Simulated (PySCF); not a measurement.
# Reading a saddle point

A first-order saddle point of CH6SSi, singlet, PBE0-D4/def2-TZVP, with one imaginary mode of 1135i cm⁻¹:

Si1  (-0.585, -0.337, -0.185)
H2  (-0.066, -1.308, 1.120)
S3  (-0.351, -1.802, -1.556)
H4  (-0.049, -1.833, 0.300)
H5  (-1.916, -0.023, 0.395)
C6  (0.571, 1.100, -0.024)
H7  (0.327, 1.813, -0.819)
H8  (0.463, 1.606, 0.937)
H9  (1.605, 0.783, -0.167)
(Å)

Computed with PySCF 2.14 with density fitting (its default auxiliary sets; JK sets also for MP2 and CCSD(T)) (basis: def2-TZVPP and def2-QZVPP); correlated methods freeze the cores. Extrapolation: Hartree–Fock as exp(−7.88 √X), correlation as X^−2.97.

**Question.** Which contacts change along the imaginary mode, and what lies on either side? (A judgement: the text doesn't fix the answer.)

**Answer.** The calculation gives: The step is CH₆SSi ([CH3][SiH2][SH]) → CH₄SSi ([CH3][SiH][S]) + H₂, with the molecules in contact on both sides. Shortening one way: H2–H4; lengthening the same way: Si1–H2, S3–H4.
```csv
pair,one side (Å),saddle (Å),other side (Å)
H2–H4,3.08,0.97,0.75
Si1–H2,1.49,1.71,3.27
S3–H4,1.34,1.88,3.56
```

**Question.** Which side is lower, and how far does the saddle lie above each? (An estimate is asked for; the value comes from the calculation.)

**Answer.** Computed: The side with Si1–H2, S3–H4 short is lower by 1.235 eV; the saddle lies 2.195 eV above it and 0.960 eV above the other (CCSD(T) at an estimated basis limit (MP2 extrapolated from triple and quadruple zeta, plus CCSD(T) − MP2 in triple zeta); electronic energies).

The T1 diagnostic stays at or below 0.017.

Labels in which every atom is bracketed show which atoms are joined, not bond orders.

For scale, one of the runs: CCSD(T)/def2-TZVPP, 199 basis functions, launched by `OMP_NUM_THREADS=4 python run.py`. The run took 4.7 min on 4 CPU threads of an Arm Neoverse V2 (shared host), with 2.1 GiB of host memory at its peak.
